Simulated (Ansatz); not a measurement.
Mulliken charges of C2H6Al, SMILES `[CH2][AlH][CH3]` radical from ωB97M-V/def2-TZVPP in Ansatz (PBE0-D4/def2-TZVP geometry).

| atom | x (Å) | y (Å) | z (Å) | charge (e) |
| --- | --- | --- | --- | --- |
| C1 | -1.002 | 0.882 | -1.329 | -0.478 |
| Al2 | 0.229 | 0.665 | 0.140 | 0.533 |
| C3 | 0.616 | -1.099 | 0.880 | -0.522 |
| H4 | -1.528 | 0.061 | -1.816 | 0.137 |
| H5 | -1.257 | 1.842 | -1.775 | 0.139 |
| H6 | 0.919 | 1.967 | 0.740 | -0.128 |
| H7 | 0.137 | -1.910 | 0.327 | 0.107 |
| H8 | 1.694 | -1.291 | 0.896 | 0.107 |
| H9 | 0.280 | -1.163 | 1.921 | 0.105 |

By hand: the dipole of these point charges (1 e Å = 4.8032 D).

Σ q r = (0.003, 0.055, -0.007) e Å, of length 0.056 e Å = 0.27 D.

How does the dipole of the full density compare? (Best estimate.)

Computed: (-0.085, -0.111, -0.081) e Å, 0.78 D; the point charges give 0.35 times that, at 130° from its direction, so they point the opposite way.

Point charges leave out the atoms' own dipoles, such as those of lone pairs, and Mulliken's split depends on the basis, so the two needn't agree.
